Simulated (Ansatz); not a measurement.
**A cut through the energy surface**

CH8Si2 (SMILES C[SiH2][SiH3]), closed shell, at its PBE0-D4/def2-TZVP minimum:

C1  (-1.023, 0.979, -0.996)
Si2  (-0.494, 0.255, 0.653)
Si3  (1.372, -1.138, 0.422)
H4  (-1.285, 0.187, -1.701)
H5  (-0.218, 1.571, -1.435)
H6  (-1.894, 1.627, -0.872)
H7  (-0.159, 1.348, 1.610)
H8  (-1.609, -0.534, 1.249)
H9  (1.783, -1.706, 1.735)
H10  (2.523, -0.379, -0.142)
H11  (1.069, -2.267, -0.502)
(Å)

The angle H9–Si3–H10 (108.4° at the minimum) is set to the values below, H9, with anything bonded beyond it, turning rigidly in the plane of the angle. Each method's energies count from its own value at the PBE0-D4 minimum structure. Ansatz 0.2.0; basis: def2-TZVPP; cores frozen in the correlated methods. B3LYP uses VWN-RPA correlation.

```csv
angle (°),CCSD(T) (eV),PBE0-D4 (eV),PBE-D4 (eV),wB97M-V (eV)
84.4,?,0.357,0.334,0.363
90.4,0.208,0.199,0.186,0.202
96.4,0.091,0.088,0.081,0.089
102.4,0.022,0.022,0.020,0.022
108.4,0.000,0.000,0.000,0.000
114.4,?,0.022,0.022,0.022
120.4,0.090,0.087,0.084,0.087
126.4,0.201,0.194,0.186,0.194
132.4,?,0.344,0.328,0.344
```

Q: Fill in the withheld CCSD(T) values. (Judge from chemistry; the value comes from the calculation.)

A: The calculation gives: 0.373 eV at 84.4°; 0.023 eV at 114.4°; 0.356 eV at 132.4°. These count from the CCSD(T) energy at the PBE0-D4 minimum.

Minimum and curvature along this coordinate at CCSD(T): A fifth-order fit through the nearest points gives 108.3°, with a curvature of about 1.3 meV/deg².

Largest difference from the CCSD(T) curve over the scan: r2SCAN-D4 0.019; B3LYP-D4 0.009; HF 0.060; MP2 0.012 eV. Each curve counts from its own value at the minimum.

No T1 diagnostic of these runs exceeds 0.013.

For scale, one of the runs: CCSD(T)/def2-TZVPP, 227 basis functions (an equivalent command: `ansatz run in.yaml --threads 4`). Hardware: 4 CPU threads, shared host. Wall time 34 s; peak host memory 3.5 GiB.
